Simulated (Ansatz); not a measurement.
Reaction: C2H7N (N-methylmethanamine, SMILES CNC) → CH3 (SMILES [CH3], doublet) + CH4N (SMILES [NH]C, doublet) (the C-N bond breaks)
Each species at its own B3LYP-D3(BJ)/def2-TZVP minimum (Ansatz, a first-principles code).

Total energies in hartree (Ansatz). Open shells are spin-unrestricted; no spin-orbit coupling. Cores are frozen in correlated methods. No relativity.

```csv
species,HF/cc-pVTZ,CCSD(T)/cc-pVTZ,HF/cc-pVQZ,CCSD(T)/cc-pVQZ,CCSD(T)/cc-pVDZ,CCSDT(Q)/cc-pVDZ
1: C2H7N (SMILES CNC),-134.29244,-134.92647,-134.30218,-134.96886,-134.77584,-134.77739
"2: CH3 (SMILES [CH3], doublet)",-39.57748,-39.76098,-39.58026,-39.77245,-39.71583,-39.71634
"3: CH4N (SMILES [NH]C, doublet)",-94.63067,-95.02844,-94.63773,-95.05737,-94.92671,-94.92785
```

Question: Work out the bond dissociation energy (electronic) in kcal/mol: take Hartree-Fock from cc-pVQZ, extrapolate the CCSD(T) correlation energy as X^-3 (X = 3, 4), and add CCSDT(Q) - CCSD(T) in cc-pVDZ. 1 hartree = 627.51 kcal/mol.

Answer: 
Species 1: correlation (64·(-0.66668) - 27·(-0.63403))/37 = -0.69051; step -0.00155; E1 = -134.30218 + (-0.69051) + (-0.00155) = -134.99424
Species 2: correlation (64·(-0.19219) - 27·(-0.18350))/37 = -0.19853; step -0.00051; E2 = -39.58026 + (-0.19853) + (-0.00051) = -39.77930
Species 3: correlation (64·(-0.41964) - 27·(-0.39777))/37 = -0.43560; step -0.00114; E3 = -94.63773 + (-0.43560) + (-0.00114) = -95.07447
-1·E1 +1·E2 +1·E3 = 0.14047 hartree = 88.1 kcal/mol.
